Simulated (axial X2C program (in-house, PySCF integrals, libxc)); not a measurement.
**Testing model relations on HF**

A bond curve at the CCSD(T) level, two-component, was computed with an in-house all-electron X2C program for linear molecules (integrals from PySCF) (basis F dyall-av3z [7s6p3d2f], H dyall-v3z [6s2p1d] (cores contracted in-house)) for the state Ω = 0 (closed shell). Its fit gives Re = 0.9209 Å, ωe = 4111.3 cm⁻¹, ωexe = 88.7 cm⁻¹ and αe = 7.788e-01 cm⁻¹; the masses are 18.9984 and 1.0078 u. Two-component means X2C with spin–orbit coupling and atomic mean-field Coulomb and Gaunt terms.

Correlated methods: 8 electrons correlated (number of frozen shells: F 1 s; H none), 128 virtual spin orbitals or spinors in MP2, 86 natural virtuals in coupled cluster.

Task: Find the reduced mass, Be and the force constant.

Result: From the CCSD(T) values: μ = 0.9570 u. Be = 16.8576/(μ Re²) = 20.77 cm⁻¹. k = 5.8918×10⁻⁷ μ ωe² = 9.53 mdyn/Å.

Task: Where do the fundamental and the first overtone lie?

Result: ν(1←0) = ωe − 2ωexe = 3933.9 cm⁻¹; ν(2←0) = 2ωe − 6ωexe = 7690.4 cm⁻¹.

Task: A Morse curve ties αe to the other constants (Pekeris). How well does that hold?

Result: αe(Morse) = 6Be²/ωe × (√(ωexe/Be) − 1) = 6.715e-01 cm⁻¹; the CCSD(T) curve gives 7.788e-01 cm⁻¹, a ratio of 0.86.

Task: Estimate De from a Morse curve and compare with the computed well depth of 5.994 eV to F + H.

Result: De(Morse) = ωe²/(4ωexe) = 5.907 eV against 5.994 eV computed, a ratio of 0.99. For De the Morse form works well here.

Task: Estimate the centrifugal constant by the Kratzer relation.

Result: D = 4Be³/ωe² = 2.12e-03 cm⁻¹.

The state is one determinant whose occupation by symmetry is held fixed; it was picked as the lowest of a PBE0 search that is not exhaustive. Dissociation energies refer to the lowest single-determinant-based atoms at the same level and basis. CCSD and (T) use frozen natural virtuals with an MP2 correction for the truncation; (T) itself is uncorrected, so its De runs slightly low.
